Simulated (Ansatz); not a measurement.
Input file:

```yaml
crystal:
  periodic: [false, false, false]
  atoms:
    - {symbol: Si, position_ang: [0.000000, 0.000000, 0.000000]}
    - {symbol: P, position_ang: [0.000000, 0.000000, 1.770000]}
basis:
  gaussian: {orbitals: 6-31G}
total_charge: 1
magnetization: {spin_polarized: true, initial_magnetization: 0}
correlation: {method: ccsdtq, electrons: outside_noble_gas}
```

```sh
$ ansatz run in.yaml --threads 1 --pin off --events-out ev --progress --plain --max-ram 2393MiB
```

Log:

```
493 factors; integrals over basis functions are off by at most 6.8e-8 eV
mean field evaluation 1: about -17115.7260 eV, gradient 1.6e1 eV
mean field evaluation 2: about -17115.7354 eV, gradient 1.6e1 eV
mean field evaluation 4: about -17117.9647 eV, gradient 7.0e-1 eV
mean field evaluation 8: about -17117.9716 eV, gradient 6.4e-5 eV
mean field evaluation 16: about -17118.1682 eV, gradient 1.3e0 eV
mean field evaluation 32: about -17119.0769 eV, gradient 2.4e-4 eV
mean field evaluation 64: about -17115.7260 eV, gradient 1.6e1 eV
mean field evaluation 96: about -17118.9080 eV, gradient 6.7e-1 eV
mean field evaluation 128: about -17118.9978 eV, gradient 4.6e-5 eV
mean field evaluation 160: about -17118.9882 eV, gradient 1.1e-1 eV
...
cycle  19  -3.30180574 eV  change    5.3e-5 eV  update   1.9e-5
cycle  20  -3.30173477 eV  change    7.1e-5 eV  update   1.1e-5
cycle  21  -3.30171631 eV  change    1.8e-5 eV  update   6.0e-6
cycle  22  -3.30169291 eV  change    2.3e-5 eV  update   3.8e-6
cycle  23  -3.30168100 eV  change    1.2e-5 eV  update   2.1e-6
cycle  24  -3.30167289 eV  change    8.1e-6 eV  update   1.1e-6
cycle  25  -3.30166620 eV  change    6.7e-6 eV  update   8.1e-7
cycle  26  -3.30166445 eV  change    1.8e-6 eV  update   4.2e-7
cycle  27  -3.30166300 eV  change    1.4e-6 eV  update   2.7e-7
cycle  28  -3.30166279 eV  change    2.2e-7 eV  update   1.8e-7
Total energy: -17122.37669371 eV, -629.2357375300 hartree
```

For the same geometry and basis full CI lies 10.1 meV lower.

Ran on 1 thread of AMD EPYC 9R45, shared host: 19 s wall, 0.25 GiB peak host memory.
